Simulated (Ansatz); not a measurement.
Relaxing Ge3P2

All numbers below come from DFT PBE, scalar-relativistic, plane waves, PAW in Ansatz 0.2.0. Cutoff 420 eV, Γ-centred k mesh, Gaussian smearing, no spin polarisation in the final step.

The start is a random cell of Ge3P2 with space group P-6m2 (No. 187), drawn with lower limits on the distances.

```
Ge P
1.0
     4.68709    0.00000    0.00000
    -2.34355    4.05914    0.00000
     0.00000    0.00000    4.81648
Ge P
3 2
Cartesian
  2.3435 0.0000 2.4082
  -1.1718 2.0296 2.4082
  1.1718 2.0296 2.4082
  2.3435 1.3530 1.2041
  2.3435 1.3530 3.6124
```

Cell and atoms relax at zero pressure; the relaxation can't lower the symmetry of the start. After a coarse first stage the cell is made exact in the group found at 0.06 Å.

Formation energies are uncorrected and refer to the elements' standard structures at the same level.

**Question.** What does it relax into?

**Answer.** It keeps P-6m2 (No. 187). Conventional cell: a = 5.496 Å, c = 7.951 Å. Ge has 2 P at 2.41 Å, 2 Ge at 2.58 Å and 2 Ge at 2.92 Å; P is coordinated by 3 Ge at 2.41 Å.

```cif
data_structure
_symmetry_space_group_name_H-M 'P-6m2'
_symmetry_Int_Tables_number 187
_cell_length_a 5.4962
_cell_length_b 5.4962
_cell_length_c 7.9512
_cell_angle_alpha 90.000
_cell_angle_beta 90.000
_cell_angle_gamma 120.000
_cell_volume 208.01
loop_
_atom_site_label
_atom_site_type_symbol
_atom_site_symmetry_multiplicity
_atom_site_Wyckoff_symbol
_atom_site_fract_x
_atom_site_fract_y
_atom_site_fract_z
_atom_site_occupancy
Ge1 Ge 3 k 0.48963 0.97927 0.50000 1
P1 P 2 i 0.66667 0.33333 0.28409 1
```

**Question.** What are its volume, energy, density and gap?

**Answer.** The volume per atom is 41.6 Å³, the density is 2.2 g/cm³ and the energy over the elements is 0.349 eV/atom. The gap on the 6×6×4 mesh is 0.74 eV.

The final run used a 6×6×4 mesh on its 5-atom cell and 0.02 eV smearing. No dispersion correction is applied, so the spacing between layers, chains or molecules is poorly fixed, and with it the volume and density. A structure relaxed within its symmetry needn't be a true minimum.

Cost: 2 runs of about 4.8 core-minutes in all, on Intel Xeon Platinum 8259CL (Skylake/Cascade Lake) (shared hosts).